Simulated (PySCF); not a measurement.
## Identify the compound

The spectra below were simulated for a compound C$_{2}$H$_{3}$Cl$_{3}$.

1H NMR (400 MHz, computed): δ 2.43 (s, 3H).

13C{1H} NMR (computed): δ 123.0 (C), 48.1 (CH3).

Level of theory: shieldings: GIAO B97-2/pcSseg-2, coordinates at the PBE0-D3(BJ)/def2-TZVP level, in PySCF (one computed conformer, no solvent model, non-relativistic Hamiltonian, averaged over atoms made equivalent by symmetry, fast rotation or ring inversion).

Scale: 1H (31.64 ppm), 13C (185.38 ppm) against TMS (reference shieldings calculated alike).

What is the structure?

## Answers


- Rings plus π bonds: 0.
- 2 carbon signals for 2 carbons: no two carbons are equivalent.
- Carbon types of the structure: 1 × C, 1 × CH3, which accounts for all hydrogens.
- δC 123.0: fully substituted sp3 carbon bonded to 3 Cl; 3 electronegative neighbours deshield it.
- δC 48.1: methyl carbon; a saturated carbon with 1 carbon neighbour and no heteroatom attached.
- δH 2.43: hydrogen on a methyl carbon.

These data were computed for `CC(Cl)(Cl)Cl`.

The data come from this structure; uniqueness wasn't tested.

Carbons that carry Cl, above all several Cl atoms, come out too deshielded, partly because spin–orbit coupling is missing. Shifts are as computed. Against solution values, carbons near 30 ppm lie about +3 ppm off and those near 130 ppm about +7 ppm; carbons on Cl a further +5 ppm. Of 1211 compounds with measured shifts, 218 miss one by over three times the rms of a fit or turn the order of signals round; such compounds aren't used in these exercises.
